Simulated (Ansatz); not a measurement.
The same path of H2P + H3N (7 atoms, charge 0, multiplicity 2) was run twice with different band settings.

These are results of Ansatz, UKS PBE/def2-SVPD, not measurements.

Relaxed end points:

```xyz
7
Properties=species:S:1:pos:R:3
H 0.010 -1.163 1.074
P 0.674 1.680 0.115
N -0.754 -1.323 0.409
H 1.807 0.941 -0.394
H 0.057 1.680 -1.192
H -1.429 -0.560 0.526
H -0.365 -1.256 -0.537
```

```xyz
7
Properties=species:S:1:pos:R:3
H 0.228 -1.348 0.678
P 0.426 1.758 -0.051
N -0.764 -1.311 0.424
H 1.720 1.131 0.092
H 0.385 1.412 -1.454
H -1.176 -0.500 0.897
H -0.821 -1.142 -0.585
```

Common settings: movable images 7; climbing image yes; optimiser quadratic models (default); start path through a guess of the saddle point; force threshold 0.05 eV/Å; iteration limit 60; end points relaxed.

| run | spring |
| --- | --- |
| 1 | 5.0 eV/Å² |
| 2 | 20.0 eV/Å² |

Task: What does each run give, and how far can it be trusted?

Result: Run 1: converged after 16 iterations, highest image 0.000 eV above the first end. The highest image is an end point: on this band no image between the ends rises above it. A vibrational analysis next to that end finds imaginary modes (43i cm⁻¹), so it isn't a minimum.
Run 2: converged after 15 iterations, highest image 0.000 eV above the first end. The highest image is an end point: on this band no image between the ends rises above it.
